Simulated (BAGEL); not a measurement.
# CH7AlN− (SMILES C[NH][AlH3-]) at HF/STO-3G (density fitting with qzvpp-jkfit)

What is the energy change on altering one bond length of CH7AlN− at HF/STO-3G (density fitting with qzvpp-jkfit)? 

The results are computed with BAGEL 1.2.2.

4 further runs of the same task are left out: 3 that didn't finish, 1 set aside as unsound or not needed.

### Step 1. The system as given

CH7AlN− has 10 atoms, charge -1, and is taken as a singlet. As SMILES, `C[NH][AlH3-]`. The shape comes from GFN2-xTB, which is rough for such elements, and wasn't checked as a minimum.

Bond lengths: C1–N2 1.436 Å, N2–Al3 1.843 Å, C1–H4 1.108 Å, C1–H5 1.107 Å, C1–H6 1.090 Å, N2–H7 1.017 Å, Al3–H8 1.623 Å, Al3–H9 1.626 Å, Al3–H10 1.622 Å. Some angles: C1–N2–Al3 133.3°, C1–N2–H7 109.7°, Al3–N2–H7 117.0°, N2–C1–H4 113.3°, N2–C1–H5 113.1°, N2–C1–H6 108.0°, N2–Al3–H8 110.7°, N2–Al3–H9 106.0°, N2–Al3–H10 108.9°, H4–C1–H5 106.8°.

### Step 2. A single-point energy at HF/STO-3G (density fitting with qzvpp-jkfit)

Input file job.json:

```json
{ "bagel" : [

{
  "title" : "molecule",
  "basis" : "sto-3g",
  "df_basis" : "qzvpp-jkfit",
  "angstrom" : true,
  "geometry" : [
    { "atom" : "C", "xyz" : [      -0.123090,       0.632070,      -1.350150 ] },
    { "atom" : "N", "xyz" : [      -0.545150,       0.059290,      -0.102870 ] },
    { "atom" : "Al", "xyz" : [       0.365670,      -0.636120,       1.341020 ] },
    { "atom" : "H", "xyz" : [      -0.439620,       0.042860,      -2.233040 ] },
    { "atom" : "H", "xyz" : [      -0.497040,       1.662550,      -1.503560 ] },
    { "atom" : "H", "xyz" : [       0.966450,       0.671300,      -1.351810 ] },
    { "atom" : "H", "xyz" : [      -1.561440,       0.035010,      -0.063020 ] },
    { "atom" : "H", "xyz" : [       0.643850,      -2.221140,       1.133870 ] },
    { "atom" : "H", "xyz" : [      -0.587960,      -0.390840,       2.634380 ] },
    { "atom" : "H", "xyz" : [       1.778340,       0.145010,       1.495190 ] }
  ]
},

{
  "title" : "hf",
  "charge" : -1
},

{
  "title" : "print",
  "file" : "orbitals.molden",
  "orbitals" : true
}

]}
```

Run with:

```bash
$ BAGEL_NUM_THREADS=1 BAGEL job.json > job.out
```

The log of the run:

```text
* using 1 threads per process

  ===============================================================
  ===============================================================

  *** Geometry ***

  { "atom" : "C", "xyz" : [     -0.232606,      1.194439,     -2.551414 ] },
  { "atom" : "N", "xyz" : [     -1.030184,      0.112042,     -0.194396 ] },
  { "atom" : "Al", "xyz" : [      0.691016,     -1.202093,      2.534161 ] },
  { "atom" : "H", "xyz" : [     -0.830761,      0.080994,     -4.219834 ] },
  { "atom" : "H", "xyz" : [     -0.939269,      3.141764,     -2.841317 ] },
  { "atom" : "H", "xyz" : [      1.826326,      1.268573,     -2.554551 ] },
  { "atom" : "H", "xyz" : [     -2.950694,      0.066159,     -0.119091 ] },
  { "atom" : "H", "xyz" : [      1.216700,     -4.197346,      2.142704 ] },
  { "atom" : "H", "xyz" : [     -1.111083,     -0.738581,      4.978257 ] },
  { "atom" : "H", "xyz" : [      3.360576,      0.274029,      2.825500 ] },

  Number of auxiliary basis functions:      406

  Since a DF basis is specified, we compute 2- and 3-index integrals:
    o Being stored without compression. Storage requirement is 0.002 GB

  Number of basis functions:       26
  Number of electrons      :       33

    * METHOD: MOLECULE                             0.09

  *** RHF ***

  === Nuclear Repulsion ===
   106.0421451361

      * DIIS with orbital gradients will be used.

  === RHF iteration (sto-3g) ===
      0       -334.03043322          0.01612362           0.01
      1       -334.08791366          0.00390837           0.01
      2       -334.09201287          0.00100511           0.01
      3       -334.09234587          0.00011213           0.01
      4       -334.09235044          0.00002553           0.01
      5       -334.09235070          0.00000285           0.01
      6       -334.09235071          0.00000053           0.01
      7       -334.09235071          0.00000009           0.01
      8       -334.09235071          0.00000001           0.01
      9       -334.09235071          0.00000000           0.01
    * SCF iteration converged.

    * Permanent dipole moment:
           (    0.573116,    -0.702528,     1.543125) a.u.

    * METHOD: HF                                   0.12

    * METHOD: PRINT                                0.00

  ===============================================================
```

It took 0.4 s on 1 thread of AMD EPYC 9R45 (Zen 5), shared host.

### Step 3. The distorted shape, same level

Input file job.json:

```json
{ "bagel" : [

{
  "title" : "molecule",
  "basis" : "sto-3g",
  "df_basis" : "qzvpp-jkfit",
  "angstrom" : true,
  "geometry" : [
    { "atom" : "C", "xyz" : [      -0.851764,       1.188412,      -2.505291 ] },
    { "atom" : "N", "xyz" : [      -1.273824,       0.615632,      -1.258011 ] },
    { "atom" : "Al", "xyz" : [       0.365670,      -0.636120,       1.341020 ] },
    { "atom" : "H", "xyz" : [      -1.168294,       0.599202,      -3.388181 ] },
    { "atom" : "H", "xyz" : [      -1.225714,       2.218892,      -2.658701 ] },
    { "atom" : "H", "xyz" : [       0.237776,       1.227642,      -2.506951 ] },
    { "atom" : "H", "xyz" : [      -2.290114,       0.591352,      -1.218161 ] },
    { "atom" : "H", "xyz" : [       0.643850,      -2.221140,       1.133870 ] },
    { "atom" : "H", "xyz" : [      -0.587960,      -0.390840,       2.634380 ] },
    { "atom" : "H", "xyz" : [       1.778340,       0.145010,       1.495190 ] }
  ]
},

{ "title" : "hf", "charge" : -1 },

{ "title" : "print", "file" : "orbitals.molden", "orbitals" : true }

]}
```

Run with:

```bash
$ BAGEL_NUM_THREADS=1 BAGEL job.json > job.out
```

The log of the run:

```text
* using 1 threads per process

  ===============================================================
  ===============================================================

  *** Geometry ***

  { "atom" : "C", "xyz" : [     -1.609601,      2.245773,     -4.734314 ] },
  { "atom" : "N", "xyz" : [     -2.407178,      1.163376,     -2.377296 ] },
  { "atom" : "Al", "xyz" : [      0.691016,     -1.202093,      2.534161 ] },
  { "atom" : "H", "xyz" : [     -2.207756,      1.132328,     -6.402734 ] },
  { "atom" : "H", "xyz" : [     -2.316264,      4.193098,     -5.024217 ] },
  { "atom" : "H", "xyz" : [      0.449332,      2.319907,     -4.737451 ] },
  { "atom" : "H", "xyz" : [     -4.327688,      1.117493,     -2.301991 ] },
  { "atom" : "H", "xyz" : [      1.216700,     -4.197346,      2.142704 ] },
  { "atom" : "H", "xyz" : [     -1.111083,     -0.738581,      4.978257 ] },
  { "atom" : "H", "xyz" : [      3.360576,      0.274029,      2.825500 ] },

  Number of auxiliary basis functions:      406

  Since a DF basis is specified, we compute 2- and 3-index integrals:
    o Being stored without compression. Storage requirement is 0.002 GB

  Number of basis functions:       26
  Number of electrons      :       33

    * METHOD: MOLECULE                             0.08

  *** RHF ***

  === Nuclear Repulsion ===
    85.0728135853

      * DIIS with orbital gradients will be used.

  === RHF iteration (sto-3g) ===
      0       -333.77502289          0.02271470           0.01
      1       -333.89190698          0.00453946           0.01
      2       -333.89777965          0.00119949           0.01
      3       -333.89831464          0.00024329           0.01
      4       -333.89833993          0.00006273           0.01
      5       -333.89834222          0.00001097           0.01
      6       -333.89834229          0.00000275           0.01
      7       -333.89834229          0.00000064           0.01
      8       -333.89834229          0.00000022           0.01
      9       -333.89834229          0.00000009           0.01
     10       -333.89834229          0.00000003           0.01
     11       -333.89834229          0.00000001           0.01
    * SCF iteration converged.

    * Permanent dipole moment:
           (   -0.619082,     0.345744,    -0.644347) a.u.

    * METHOD: HF                                   0.13

    * METHOD: PRINT                                0.00

  ===============================================================
```

Wall time 0.42 s (1 thread of AMD EPYC 9R45 (Zen 5), shared host).

### Step 4. Summary of results

Level: HF/STO-3G (density fitting with qzvpp-jkfit).

| quantity | value |
| --- | --- |
| first shape: total energy | -334.09235 Eh |
| first shape: HOMO energy | -0.24 eV |
| first shape: LUMO energy | 21.07 eV |
| first shape: HOMO–LUMO gap (to an unbound level, set by the basis) | 21.31 eV |
| distorted shape: total energy | -333.89834 Eh |
| distorted shape: HOMO energy | 3.21 eV |
| distorted shape: LUMO energy | 11.30 eV |
| distorted shape: HOMO–LUMO gap (to an unbound level, set by the basis) | 8.09 eV |
| energy change with the N2–Al3 bond stretched from 1.843 to 3.318 Å | 5.279 eV |

In words: With the N2–Al3 bond stretched from 1.843 to 3.318 Å the energy rises by 5.28 eV (122 kcal/mol). The first shape isn't relaxed at this level, so the change isn't measured from a minimum. The minimal basis adds a large error of its own. The HOMO (distorted shape) lies at positive energy, 3.21 eV: the electron is unbound at this level or held by a compact basis; values depend on the basis.
